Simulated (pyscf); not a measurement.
CH₄ + InH₃ -> H₃C–InH₂ + H₂, a four-centre exchange (singlet surface; C–H, H–In broken, C–In, H–H formed). Optimised with ωB97X-D3(BJ)/def2-SVP in PySCF. Energies in kcal/mol from the separated reactants.

Small-basis levels: PySCF, no dispersion term, spherical d functions. 

Q: Quick HF/6-31G*+LANL2DZ single points give ΔE‡ = 68.6 kcal/mol and ΔE = +16.1 kcal/mol. What does ωB97M-D3(BJ)/def2-TZVP give, and how far is the quick result from it?

A: ωB97M-D3(BJ)/def2-TZVP gives ΔE‡ = 46.3 kcal/mol and ΔE = +12.3 kcal/mol. HF/6-31G*+LANL2DZ lies 22.3 kcal/mol over it in the barrier and 3.8 kcal/mol over it in the reaction energy, so on this step it does not hold to within 3.0 kcal/mol. ωB97M-D3(BJ)/def2-TZVP has limits of its own. At the saddle there is also a short H–In contact that neither side keeps. One saddle was located; it need not be the lowest between these sides. In the def2 sets elements past Kr carry core potentials, without spin-orbit coupling.
